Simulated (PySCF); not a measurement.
Gas-phase reaction: 4 SiH2ClNH2 ⇌ 2 H3SiNH2 + 2 SiH3Cl + N2 + 2 Cl

Method: PySCF energies plus ideal-gas RRHO corrections (1 bar). † marks an energy on the PBE0/def2-TZVP geometry and frequencies; other levels use their own. MP2 and CCSD(T) freeze the core. Open shells (unrestricted): Cl (multiplicity 2); the rest are closed-shell singlets. Spin-orbit splitting is ignored; it lowers the true energy and changes the entropy of Cl. SiH2ClNH2, H3SiNH2: computed as isolated molecules; such fragments, hydroxides, amides, oligomers or adducts are transient or little studied in the gas. MP2 isn't extrapolated to the basis-set limit. CCSD(T) isn't extrapolated to the basis-set limit.

```json
[
 {"level": "CCSD(T)/def2-SVP†", "ΔH°(298 K), kJ": "680"},
 {"level": "HF/def2-TZVP†", "ΔH°(298 K), kJ": "[?]"},
 {"level": "MP2/def2-SVP†", "ΔH°(298 K), kJ": "[?]"},
 {"level": "MP2/def2-TZVPP†", "ΔH°(298 K), kJ": "[?]"},
 {"level": "PBE/def2-SVP", "ΔH°(298 K), kJ": "822"},
 {"level": "PBE0/def2-QZVP†", "ΔH°(298 K), kJ": "[?]"},
 {"level": "r2SCAN/def2-TZVP†", "ΔH°(298 K), kJ": "864"},
 {"level": "ωB97M-V/def2-TZVP†", "ΔH°(298 K), kJ": "847"}
]
```

### Question
Fill in the missing entries.

### Answer

- HF/def2-TZVP†, ΔH°(298 K), kJ: 604
- MP2/def2-SVP†, ΔH°(298 K), kJ: 729
- MP2/def2-TZVPP†, ΔH°(298 K), kJ: 850
- PBE0/def2-QZVP†, ΔH°(298 K), kJ: 866
